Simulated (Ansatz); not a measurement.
BHF2 (SMILES FBF): methods side by side

BHF2 has 4 atoms, charge 0, and is taken as a singlet. As SMILES, `FBF`. The coordinates come from a PBE0-D4/def2-TZVP relaxation.

```xyz
4

F     1.1543    0.4569   -0.3619
B    -0.0019   -0.0310    0.0252
F    -1.0954    0.5287   -0.4389
H    -0.0570   -0.9546    0.7756
```

Quantity: the energy change with the B2–F3 bond stretched from 1.313 to 1.641 Å, in eV. The values are calculated.

| level | kind | program | value (eV) | less FCI/STO-3G |
| --- | --- | --- | --- | --- |
| HF/STO-3G (restricted) | Hartree–Fock | Ansatz | 1.99 | +0.42 |
| BLYP/STO-3G (restricted) | GGA | Ansatz | 1.33 | -0.24 |
| PBE/STO-3G (restricted) | GGA | Ansatz | 1.39 | -0.18 |
| r2SCAN0/STO-3G (restricted) | hybrid meta-GGA | Ansatz | 1.76 | +0.19 |
| CAM-B3LYP/STO-3G (restricted) | range-separated hybrid | Ansatz | 1.69 | +0.12 |
| RPA@PBE/STO-3G (restricted) | RPA | Ansatz | 1.45 | -0.12 |
| MP2/STO-3G (restricted) | perturbation theory | Ansatz | 1.81 | +0.24 |
| CCSD/STO-3G (restricted) | coupled cluster or CI | Ansatz | 1.62 | +0.05 |
| CCSDT/STO-3G (restricted) | coupled cluster or CI | Ansatz | 1.57 | 0.00 |
| FCI/STO-3G | exact in the basis | Ansatz | 1.57 | 0.00 |

FCI/STO-3G is exact within its basis and frozen core, so for wave-function methods in that basis the difference is their error; functionals converge differently with the basis, so for them it is only a difference. The first shape isn't each level's own minimum. The values span 1.33 to 1.99 eV. All rows use very small basis sets, so even the best lies far from the true value.
